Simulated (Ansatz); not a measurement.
AlH2(CH2SiH3) (CH₇AlSi). The state is a singlet with charge 0. Geometry r2SCAN-D4/def2-TZVP, basis def2-TZVP, Ansatz.

```tsv
run	HOMO (eV)	LUMO (eV)
A	-9.22	-0.72
B	-8.27	-1.29
C	-7.15	-1.91
D	-8.09	-1.48
E	-11.03	1.21
F	-6.87	-2.25
```

Q: The runs used BHLYP, HF, PBE, PBE0, r2SCAN, r2SCAN0. Estimate which is which.

A: A BHLYP (50 % exact exchange); B r2SCAN0 (25 % exact exchange); C r2SCAN (0 % exact exchange); D PBE0 (25 % exact exchange); E HF (100 % exact exchange); F PBE (0 % exact exchange). Exact exchange lowers occupied and raises empty levels; among semilocal functionals meta-GGAs tend to open the gap a little, and such runs are hard to tell apart. The gap grows from 4.62 eV (PBE) to 12.24 eV (HF).
